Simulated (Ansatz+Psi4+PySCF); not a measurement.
Results of a calculation; reference values are marked as such.
Input for PySCF 2.14.0:

```python
from pyscf import gto, scf, mp

mol = gto.M(atom="""
Na -0.009340 -0.000630 -0.003510
O 0.004410 -0.002770 2.358540
H 0.769870 0.007790 2.928610
H -0.765460 0.002090 2.922860
""", basis={'H': 'cc-pvtz', 'Na': 'cc-pcvtz', 'O': 'cc-pvtz'}, charge=0, spin=1)
mf = scf.UHF(mol)
mf.kernel()
pt = mp.MP2(mf, frozen=2).run()
print(mf.e_tot, pt.e_corr, pt.e_tot)
```

The script is written out from the run's settings.

Output:

| Property | Result |
| --- | --- |
| Converged | yes |
| Reference energy | -237.92452 hartree |
| Correlation energy | -0.52914 hartree |
| Total energy | -238.45366 hartree |
| Spin squared of the determinant | 0.750 |

Messages of the program:
```
WARN: HOMO -0.067156041495199 >= LUMO -0.067156041495199
WARN: HOMO -0.067156041495199 >= LUMO -0.067156041495199
```
